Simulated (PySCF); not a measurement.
## CH8AlN: core ionisation energies

Compound: Al(NH2Me)H3, CH8AlN.
Bonds: Al1–N2, N2–C3. Hydrogens: H9, H10, H11 on Al1; H4, H5 on N2; H6, H7, H8 on C3.

Theory: delta-SCF UKS SCAN, pcX-2 on the ionised atom, pcseg-1 elsewhere, spin-free X2C (PySCF). These are vertical core ionisation energies against the vacuum level, from separate self-consistent calculations with and without the core hole.

What binding energy does each computed site have?

```tsv
atom(s)	environment	level	binding energy (eV)	count
C3	carbon bonded to N and 3 H	C 1s	292.75	1
N2	nitrogen bonded to Al, C and 2 H	N 1s	407.33	1
Al1	aluminium bonded to N and 3 H	Al 1s	1565.39	1
```

Which effective nuclear charge Zeff reproduces each element's mean 1s value in the hydrogen-like formula E = 13.606 eV × Zeff²?

C (Z = 6): mean 292.7 eV, Zeff = 4.64, Z − Zeff = 1.36; N (Z = 7): mean 407.3 eV, Zeff = 5.47, Z − Zeff = 1.53; Al (Z = 13): mean 1565.4 eV, Zeff = 10.73, Z − Zeff = 2.27. Means run over the listed sites, weighted by atom count.

What is the longest wavelength that can ionise N 1s of N2 (atom 2) vertically?

λ = hc/E = 12398.42 eV Å / 407.33 eV = 30.438 Å.

Geometry: PBE0-D3(BJ)/def2-SVP; no solvent, vibrations or thermal averaging.
